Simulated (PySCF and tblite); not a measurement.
C₄H₇N, numbered as in [CH3:1][CH2:2][CH2:3][C:4]#[N:5].

Level: B3LYP-D3(BJ)/def2-TZVP//PBE0-D3(BJ)/def2-SVP, thermal terms from GFN2-xTB, symmetry numbers and mirror pairs counted. Conformers within 3 kcal/mol (GFN2-xTB free energy) were kept, 8 at most. GIAO shieldings: WP04/pcSseg-2. Shifts are against TMS (¹H), TMS (¹³C), NH3 (¹⁵N) at the same level. Programs: PySCF with density fitting and tblite.

Torsions listed: C1–C2–C3–C4. Of a mirror pair one member is shown.

| conformer | shape | weight % | dipole D |
| --- | --- | --- | --- |
| 1 | 62° | 73.0 | 4.09 |
| 2 | 180° | 27.0 | 4.24 |

Task: How do the computed shifts compare with measured ones?

Result: 
| nucleus | signal | leading conformer | average | measured | medium |
| --- | --- | --- | --- | --- | --- |
| ¹H | H1 | 1.14 | 1.09 | 1.08 | not stated per compound (mostly CDCl3 or CCl4) |
| ¹H | H2 | 1.52 | 1.56 | 1.7 | not stated per compound (mostly CDCl3 or CCl4) |
| ¹H | H3 | 2.16 | 2.12 | 2.34 | not stated per compound (mostly CDCl3 or CCl4) |
| ¹³C | C1 | 16.1 | 16.6 | 13.3 | not stated per compound (mostly CDCl3 or CCl4) |
| ¹³C | C2 | 26.2 | 26.5 | 19 | not stated per compound (mostly CDCl3 or CCl4) |
| ¹³C | C3 | 22.8 | 22.8 | 19.3 | not stated per compound (mostly CDCl3 or CCl4) |

Measured values: Pretsch, Buehlmann, Badertscher, Structure Determination of Organic Compounds, 4th ed. (2009). Mean difference for ¹H: -0.12 ppm, scatter 0.10 ppm. Mean difference for ¹³C: 4.77 ppm, scatter 1.93 ppm. The computed shifts are unscaled and lack vibrational corrections.

Task: And the dipole moment in the gas phase?

Result: Computed: 4.09 D in the leading conformer, 4.13 D as root mean square over the ensemble. Measured: 4.07 D (NIST CCCBDB Release 22 (SRD 101), experimental dipoles), which may belong to one conformer.


¹⁵N shifts are against a computed isolated NH3 molecule, about 20 ppm from the liquid.